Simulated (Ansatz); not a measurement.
Born–Oppenheimer molecular dynamics of BFH$_{2}$O (5 atoms, charge 0, multiplicity 1). It starts at the highest image of a converged band. Of that band: The profile has 2 maxima (images 1, 5) with wells between them (image 2): this band takes more than one step, which may be the mechanism or a detour left from its start path. Neighbouring images differ by up to 3.3 eV, so the band resolves the path poorly. A vibrational analysis at the climbing image gives one clearly imaginary mode, 1953i cm⁻¹: a first-order saddle point.

Computed with RHF/def2-SVP in Ansatz.

* ensemble: NVE (velocity Verlet)
* time step: 0.5 fs
* steps asked: 200
* starting velocities drawn for: 300 K
* seed: 10757

Frames 5 fs apart, positions in Å, forces in eV/Å.

Velocities at 40.0 fs (Å/ps):

```
B -33.21 5.11 -11.17
H -19.71 -0.04 34.07
O 24.77 -5.08 -5.33
H -43.78 -5.92 5.55
F 1.40 1.69 8.74
```

```xyz
5
Properties=species:S:1:pos:R:3:forces:R:3 time_fs=40.0 energy_less_start_eV=-1.405 T=3922
B -1.012 0.334 0.304 -0.43 0.40 1.06
H 2.406 0.384 0.426 -1.83 -1.72 -0.77
O 1.682 -0.262 0.203 2.09 1.53 -1.04
H 1.610 -0.286 -0.777 0.44 0.17 2.05
F -0.566 -0.081 -0.774 -0.27 -0.37 -1.31
5
Properties=species:S:1:pos:R:3:forces:R:3 time_fs=45.0 energy_less_start_eV=-1.368 T=3825
B -1.183 0.364 0.259 -0.03 0.02 0.14
H 2.313 0.410 0.528 0.11 0.71 -0.85
O 1.806 -0.293 0.177 0.21 -1.75 2.16
H 1.466 -0.252 -0.679 0.26 1.02 -1.12
F -0.560 -0.075 -0.738 -0.54 0.00 -0.33
5
Properties=species:S:1:pos:R:3:forces:R:3 time_fs=50.0 energy_less_start_eV=-1.437 T=3998
B -1.354 0.393 0.217 1.28 -0.78 -1.44
H 2.243 0.500 0.443 0.60 0.34 0.76
O 1.927 -0.339 0.169 -0.35 0.47 -0.87
H 1.469 -0.056 -0.618 0.20 -0.84 0.23
F -0.562 -0.068 -0.706 -1.73 0.81 1.31
5
Properties=species:S:1:pos:R:3:forces:R:3 time_fs=55.0 energy_less_start_eV=-1.244 T=3508
B -1.497 0.407 0.146 1.48 -0.78 -1.27
H 2.247 0.554 0.468 0.33 -2.57 0.25
O 2.050 -0.373 0.156 -0.61 4.29 -0.63
H 1.493 -0.010 -0.554 0.57 -1.75 0.44
F -0.585 -0.052 -0.659 -1.78 0.81 1.21
5
Properties=species:S:1:pos:R:3:forces:R:3 time_fs=60.0 energy_less_start_eV=-1.430 T=3990
B -1.612 0.405 0.050 -0.10 0.03 0.09
H 2.381 0.353 0.639 -0.02 2.21 0.73
O 2.167 -0.374 0.136 1.22 -3.24 0.21
H 1.541 -0.257 -0.523 -1.05 1.01 -0.92
F -0.629 -0.027 -0.598 -0.05 -0.02 -0.12
5
Properties=species:S:1:pos:R:3:forces:R:3 time_fs=65.0 energy_less_start_eV=-1.382 T=3864
B -1.728 0.404 -0.047 -1.28 0.49 0.60
H 2.428 0.297 0.771 -1.08 -0.26 -1.14
O 2.295 -0.393 0.119 0.40 -0.69 -0.17
H 1.548 -0.359 -0.486 0.78 0.93 1.32
F -0.673 -0.002 -0.538 1.18 -0.47 -0.62
5
Properties=species:S:1:pos:R:3:forces:R:3 time_fs=70.0 energy_less_start_eV=-1.426 T=3973
B -1.865 0.410 -0.133 0.68 -0.24 -0.22
H 2.280 0.275 0.763 1.27 -1.14 -0.40
O 2.434 -0.426 0.102 -1.73 2.06 1.09
H 1.583 -0.274 -0.304 0.51 -0.93 -0.69
F -0.706 0.019 -0.484 -0.73 0.26 0.22
5
Properties=species:S:1:pos:R:3:forces:R:3 time_fs=75.0 energy_less_start_eV=-1.377 T=3852
B -1.989 0.412 -0.222 2.30 -0.69 -0.39
H 2.374 0.146 0.775 0.73 1.21 2.02
O 2.554 -0.442 0.094 -0.09 -0.51 -0.74
H 1.701 -0.362 -0.278 -0.65 -0.70 -1.29
F -0.748 0.043 -0.428 -2.29 0.70 0.40
5
Properties=species:S:1:pos:R:3:forces:R:3 time_fs=80.0 energy_less_start_eV=-1.323 T=3715
B -2.065 0.399 -0.319 1.68 -0.44 -0.07
H 2.645 0.041 0.935 -1.11 -0.99 -2.05
O 2.662 -0.450 0.086 0.13 0.12 0.25
H 1.841 -0.599 -0.415 0.96 0.87 1.80
F -0.817 0.075 -0.368 -1.67 0.43 0.06
5
Properties=species:S:1:pos:R:3:forces:R:3 time_fs=85.0 energy_less_start_eV=-1.510 T=4190
B -2.108 0.378 -0.418 -0.95 0.21 -0.09
H 2.702 -0.136 0.946 -0.73 0.03 0.33
O 2.782 -0.461 0.073 2.05 0.10 -0.45
H 1.982 -0.714 -0.315 -1.34 -0.12 0.12
F -0.904 0.112 -0.306 0.96 -0.22 0.09
5
Properties=species:S:1:pos:R:3:forces:R:3 time_fs=90.0 energy_less_start_eV=-1.384 T=3863
B -2.168 0.360 -0.520 -1.10 0.20 -0.26
H 2.649 -0.299 0.945 1.27 0.59 0.80
O 2.915 -0.475 0.056 -1.95 -0.40 0.56
H 2.031 -0.786 -0.140 0.67 -0.18 -1.36
F -0.983 0.147 -0.243 1.11 -0.21 0.26
5
Properties=species:S:1:pos:R:3:forces:R:3 time_fs=95.0 energy_less_start_eV=-1.449 T=4034
B -2.246 0.346 -0.625 1.56 -0.21 0.58
H 2.845 -0.380 1.017 0.78 -0.09 -2.14
O 3.026 -0.492 0.050 -2.33 -0.59 2.08
H 2.181 -0.903 -0.218 1.54 0.68 0.06
F -1.050 0.179 -0.178 -1.54 0.20 -0.58
```

Of the whole run (100 fs, mean temperature of the second half 3867 K): The conserved energy stayed within 0.59 meV per atom of its start (net change 0.39 meV per atom), so the integration is sound. The kinetic energy rose, since the run started high on the potential surface and went downhill. It ends in pieces (BF + H2O), so much of that is their flight and rotation, not heat. A run of 0.1 ps of so small a system gives no equilibrium averages. The orbitals stay closed-shell, which can raise the energy where a bond breaks towards radicals; this wasn't checked here.

Time of the run: 61 s on 1 thread of Arm Neoverse V1 (shared host), peak memory 0.082 GiB.
